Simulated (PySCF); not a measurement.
C4H8ClO (doublet state).
Numbering: `[OH:1][CH2:2][CH2:3][CH2:4][CH:5][Cl:6]` (hydrogens: H7 on O1; H8, H9 on C2; H10, H11 on C3; H12, H13 on C4; H14 on C5)

Geometry (PBE0-D3(BJ)/def2-SVP, Å), atoms numbered from 1 in this order:
```
atom  x, y, z in Å
O1    -1.815    1.260    0.465
C2    -0.806    0.289    0.472
C3     0.588    0.881    0.347
C4     1.688   -0.186    0.303
C5     3.064    0.361    0.245
Cl6    3.695    1.143    1.635
H7    -1.673    1.840    1.221
H8    -0.854   -0.351    1.378
H9    -1.007   -0.373   -0.386
H10    0.629    1.510   -0.558
H11    0.782    1.549    1.206
H12    1.593   -0.834    1.194
H13    1.540   -0.834   -0.578
H14    3.577    0.605   -0.688
```

Level of theory: PBE0-D3(BJ)/def2-SVP geometry optimisation, gas phase (PySCF).

Masses are those of the commonest isotopes; rigid-rotor values at the optimised geometry. The values belong to one conformer with, in the numbering `[OH:1][CH2:2][CH2:3][CH2:4][CH:5][Cl:6]`, H–O1–C2–C3 -61°, O1–C2–C3–C4 -178°, C2–C3–C4–C5 -177°, C3–C4–C5–Cl6 70°.

(1) Give the principal moments of inertia and the rotational constants in MHz.

(2) Classify the top.

(3) What does the inertial defect say?

(4) Give the other two planar moments, Paa and Pbb, and the rms extents of the mass along the axes.

(5) Which lines would a microwave search look for?

(6) Estimate the classical rotational partition function at 25 K, 100 K and 500 K.

Answers

(1) Ia = 64.06, Ib = 503.93, Ic = 542.14 u·Å²; 505379 MHz·u·Å²/I gives A = 7889, B = 1003, C = 932.2 MHz.

(2) A near-prolate asymmetric top; Ray's κ = -0.980.

(3) Not planar: Δ = Ic − Ia − Ib = -25.85 u·Å². For a rigid frame Δ = −2 Σ m c², so Σ m c² = 12.93 u·Å² lies off the ab plane: 7.52 from hydrogen and 5.40 from heavier atoms. The atom farthest from that plane is 1.45 Å away.

(4) Paa = Σ m a² = (Ib + Ic − Ia)/2 = 491.00 and Pbb = Σ m b² = (Ia + Ic − Ib)/2 = 51.13 u·Å². With the mass M = 107.03 u, the rms extents √(P/M) along a, b and c are 2.14, 0.69, 0.35 Å.

(5) The dipole components are |μa| = 0.27 D, |μb| = 0.19 D, |μc| = 0.24 D. The squared components, which scale the intensities, stand as 1.00 : 0.53 : 0.80 (a : b : c). Some lines, for components of 0.1 D or more:

```csv
type,branch,"J(Ka,Kc)",MHz,lower level (cm⁻¹)
a,R,"1(0,1) ← 0(0,0)",1935,0.000
a,R,"2(0,2) ← 1(0,1)",3870,0.065
a,R,"2(1,1) ← 1(1,0)",3941,0.297
a,R,"3(2,1) ← 2(2,0)",5807,1.117
b,Q,"1(1,0) ← 1(0,1)",6957,0.065
b,Q,"2(1,1) ← 2(0,2)",7028,0.194
c,R,"1(1,0) ← 0(0,0)",8892,0.000
c,R,"2(1,1) ← 1(0,1)",10898,0.065
b,Q,"2(2,0) ← 2(1,1)",20659,0.428
b,Q,"2(2,1) ← 2(1,2)",20870,0.421
b,Q,"3(2,2) ← 3(1,3)",20977,0.611
b,R,"2(2,1) ← 1(1,0)",24599,0.297
c,R,"2(2,1) ← 1(1,1)",24670,0.294
b,R,"3(2,2) ← 2(1,1)",26463,0.428
c,R,"3(2,1) ← 2(1,1)",26466,0.428
c,Q,"3(3,1) ← 3(2,1)",34605,1.311
b,Q,"3(3,1) ← 3(2,2)",34607,1.311
b,R,"3(3,1) ← 2(2,0)",40412,1.117
c,R,"3(3,0) ← 2(2,0)",40412,1.117
c,R,"3(3,1) ← 2(2,1)",40413,1.117
b,R,"3(3,0) ← 2(2,1)",40413,1.117
```

(6) Point group C1, symmetry number σ = 1; q = (√π/σ)·√((kT/h)³/(ABC)), k/h = 20836.6 MHz/K: 7760 at 25 K, 62100 at 100 K, 694000 at 500 K.

For this open shell read J as N, the rotation without spin; fine and hyperfine splittings come on top. PBE0-D3(BJ)/def2-SVP frequencies: not computed here. ⟨S²⟩ = 0.755 (exact for a doublet: 0.75). These are rigid-rotor constants of the computed structure; measured ground-state constants (B0) also hold zero-point vibration. Quadrupole hyperfine structure (35Cl) is left out.

Hardware: one thread of an x86-64 server (shared host). Cost: 96 s. This is the geometry optimisation.
